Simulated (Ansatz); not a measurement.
A made-up structure of CH2S2, singlet:

S1  (-1.377, -0.778, 1.303)
C2  (-0.419, -0.237, 0.124)
S3  (1.063, 0.602, 0.397)
H4  (-0.663, -0.376, -0.930)
H5  (-2.071, -1.716, 2.001)
(Å)

It is relaxed with PBE-D4/def2-SVP and then PBE0-D4/def2-TZVP (Ansatz 0.2.0). Atoms count as bonded within 1.22 times the sum of their covalent radii (H–H: 0.88 Å). The end point is not checked to be a true minimum.

(1) Does its bonding change? (Judge from chemistry; the calculation decides.)

## Answers

(1) Computed: No: no bond forms or breaks.

Where it ends: The first stage lowers the energy by 2.52 eV in 9 steps. It ends as CH₂S₂ ([S][CH][SH]):
```
5
angstrom
S -1.1091 -0.7338 1.7714
C -0.3634 -0.2702 0.2872
S 0.9204 0.7000 0.1914
H -0.8378 -0.6932 -0.5991
H -2.0765 -1.5068 1.2438
```

Labels in which every atom is bracketed show which atoms are joined, not bond orders.

For scale, one of the runs: PBE0-D4/def2-TZVP relaxation, 117 basis functions, launched by `ansatz run in.yaml --threads 2 --pin off --events-out ev --progress --plain --max-ram 4352MiB`. The run took about 12 s on 2 CPU threads of an Arm Neoverse V2 (shared host).
